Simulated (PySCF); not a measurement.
# C4H6 (1,2-Butadiene): the cost of one run

The runs use PySCF 2.14.0, with density-fitted response routines of our own; the level of theory stands in each step. All values are computed, except where a source is named. Atoms count from 0, in the outputs and in this text.

## 1. The molecule as given

10 atoms, charge 0, multiplicity 1; geometry from: MMFF94s.

Bonds of the start (Å): C0–C1 1.30, C1–C2 1.30, C2–C3 1.49, C0–H4 1.08, C0–H5 1.08, C2–H6 1.09, C3–H7 1.09, C3–H8 1.09, C3–H9 1.09.

## 2. Relaxing the molecule at PBE0-D3(BJ)/def2-SVP

The job: settings as JSON, then the geometry in Å.

```
{"job": {"xc": "PBE0", "basis": "def2-SVP", "d3": "d3bj", "grid": 1, "kind": "geom"}, "charge": 0, "multiplicity": 1}
C      2.071638     0.276696    -0.174400
C      0.855088    -0.173782    -0.164011
C     -0.364175    -0.626076    -0.153857
C     -1.565095     0.161874     0.250279
H      2.701167     0.187929     0.703304
H      2.477442     0.751445    -1.060112
H     -0.535203    -1.653985    -0.460620
H     -2.274940     0.214112    -0.580821
H     -2.062140    -0.321898     1.096595
H     -1.303782     1.183684     0.543643
```

On the command line:

```sh
OMP_NUM_THREADS=1 python probes_run.py task.json out
```

The driver reads the jobs from task.json and runs them one after another.

Q: Estimate the wall time and peak memory of this first job on 1 thread of Arm Neoverse V2, shared host.

About 6.1 s, with a peak of 0.34 GiB.
